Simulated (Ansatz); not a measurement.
`OC(F)(Cl)Cl` + H₂ → `FC(Cl)Cl` + H₂O at 500 K and 1 bar (hydrogenolysis of a C–O bond).

Gas-phase electronic energies from Ansatz, PBE0-D4/def2-TZVP geometries. CCSD(T)/CBS is the MP2 limit (def2-TZVPP, def2-QZVPP) plus CCSD(T) − MP2 in def2-TZVPP, frozen cores. This one scheme is used for every species. One conformer a species, not always the lowest.

```tsv
species	CCSD(T)/CBS energy (Eh)	H − E (kJ/mol)	S (J/(mol·K))
`OC(F)(Cl)Cl`	-1133.16081	101.5	360.7
H₂	-1.17544	41.0	145.5
`FC(Cl)Cl`	-1057.98381	84.2	328.3
H₂O	-76.37941	73.2	206.3
```

H − E and S are ideal-gas, rigid-rotor, harmonic terms from PBE0-D4/def2-TZVP, for one conformer and one mirror image of each species. The MP2-based limit puts H₂ 0.8 mEh under its directly extrapolated value; such offsets cancel only in part. 1 Eh = 2625.50 kJ/mol, R = 8.31446 J/(mol·K).

Question: By hand: ΔE, ΔH, ΔS and ΔG.

Answer: ΔE = (-1057.98381) + (-76.37941) − (-1133.16081) − (-1.17544) = -0.02697 Eh = -70.8 kJ/mol. Δ(H − E) = 84.2 + 73.2 − 101.5 − 41.0 = 14.9, so ΔH = -55.9 kJ/mol. ΔS = 328.3 + 206.3 − 360.7 − 145.5 = 28.4 J/(mol·K). ΔG = -55.9 − 500 × (28.4)/1000 = -70.1 kJ/mol.

Question: By hand: the equilibrium constant, and the temperature at which ΔG would vanish if ΔH and ΔS stayed fixed.

Answer: log₁₀ K = −ΔG/(RT ln 10) = 7.3. ΔH and −TΔS have one sign here, so there is no such temperature.

ΔH outweighs TΔS. A doubt of 5 kJ/mol in ΔE shifts log₁₀ K by 0.5 here. Other conformers and mirror images would add mixing entropy, several J/(mol·K) or more a flexible species. These are equilibria of isolated gas molecules and say nothing of rates. Largest T1 diagnostic: 0.011 (customary marks: 0.02 for closed shells, 0.045 for open ones).
